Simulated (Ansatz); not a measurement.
A made-up structure of CH5NSi, closed shell:

| atom | x (Å) | y (Å) | z (Å) |
| --- | --- | --- | --- |
| C1 | -1.0607 | 0.7415 | -0.8591 |
| Si2 | 0.7552 | -1.1174 | 0.7011 |
| N3 | 0.2697 | 0.3988 | 0.1291 |
| H4 | -1.7575 | 0.0043 | -1.2371 |
| H5 | -1.2484 | 1.7690 | -1.1475 |
| H6 | 0.9173 | 1.1057 | 0.4774 |
| H7 | 1.8942 | -1.2958 | 1.5301 |
| H8 | 0.0750 | -2.3286 | 0.4068 |

It is relaxed with PBE-D4/def2-SVP and then PBE0-D4/def2-TZVP (Ansatz 0.2.0). Atoms count as bonded within 1.22 times the sum of their covalent radii (H–H: 0.88 Å). The end point is not checked to be a true minimum.

Task: Does its bonding change? (Judge from chemistry; the calculation decides.)

Result: The calculation gives: No: no bond forms or breaks.

Where it ends: The first stage lowers the energy by 2.79 eV in 14 steps. It ends as CH₅NSi ([CH2][NH][SiH2]):
```csv
atom,x (Å),y (Å),z (Å)
C1,-0.8655,0.6454,-0.6280
Si2,1.1098,-1.2790,0.2265
N3,0.2283,0.3332,-0.0310
H4,-1.5591,-0.1442,-0.8934
H5,-1.0937,1.6734,-0.8867
H6,0.8176,1.1304,0.1940
H7,1.3663,-0.9828,1.6885
H8,-0.1590,-2.0989,0.3310
```

Labels in which every atom is bracketed show which atoms are joined, not bond orders.

For scale, one of the runs: PBE0-D4/def2-TZVP relaxation, 129 basis functions, launched by `ansatz run in.yaml --threads 2 --pin off --events-out ev --progress --plain --max-ram 4352MiB`. The run took about 41 s on 2 CPU threads of an Intel Xeon (shared host).
